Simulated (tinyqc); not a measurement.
Extended Hueckel theory, for CO, step by step. One step of it, computed by the program tinyqc.

Question. Mulliken analysis. P = C n C^T; charge = valence electrons (C 4, O 6) minus the sum of (P S)_ii on the atom; overlap population = 2 sum P_ij S_ij between two atoms.

coefficients:
```
             MO1        MO2       MO3        MO4        MO5        MO6        MO7        MO8
1C 2s   0.317294   0.649476  0.000000   0.000000   0.413711   0.000000   0.000000   1.011924
1C 2px  0.000000   0.000000  0.227528   0.288326   0.000000   0.797376   0.543768   0.000000
1C 2py  0.000000   0.000000  0.288326  -0.227528   0.000000  -0.543768   0.797376   0.000000
1C 2pz  0.067492  -0.330194  0.000000   0.000000  -0.563793   0.000000   0.000000   1.193569
2O 2s   0.798136  -0.331813  0.000000   0.000000   0.060049   0.000000   0.000000  -1.148650
2O 2px  0.000000   0.000000  0.522201   0.661737   0.000000  -0.492810  -0.336070   0.000000
2O 2py  0.000000   0.000000  0.661737  -0.522201   0.000000   0.336070  -0.492810   0.000000
2O 2pz  0.026844  -0.551766  0.000000   0.000000   0.688617   0.000000   0.000000   0.851006
```

occupations: 2.000000  2.000000  2.000000  2.000000  2.000000  0.000000  0.000000  0.000000

overlap S:
```
            1C 2s    1C 2px    1C 2py     1C 2pz     2O 2s    2O 2px    2O 2py     2O 2pz
1C 2s    1.000000  0.000000  0.000000   0.000000  0.415570  0.000000  0.000000  -0.327320
1C 2px   0.000000  1.000000  0.000000   0.000000  0.000000  0.249521  0.000000   0.000000
1C 2py   0.000000  0.000000  1.000000   0.000000  0.000000  0.000000  0.249521   0.000000
1C 2pz   0.000000  0.000000  0.000000   1.000000  0.493867  0.000000  0.000000  -0.299395
2O 2s    0.415570  0.000000  0.000000   0.493867  1.000000  0.000000  0.000000   0.000000
2O 2px   0.000000  0.249521  0.000000   0.000000  0.000000  1.000000  0.000000   0.000000
2O 2py   0.000000  0.000000  0.249521   0.000000  0.000000  0.000000  1.000000   0.000000
2O 2pz  -0.327320  0.000000  0.000000  -0.299395  0.000000  0.000000  0.000000   1.000000
```

Give: charges; Overlap populations.

Answer.

charges: 1C 0.556, 2O -0.556

Overlap populations:

| pair | value |
|---|---|
| 2-1 | 1.307667 |
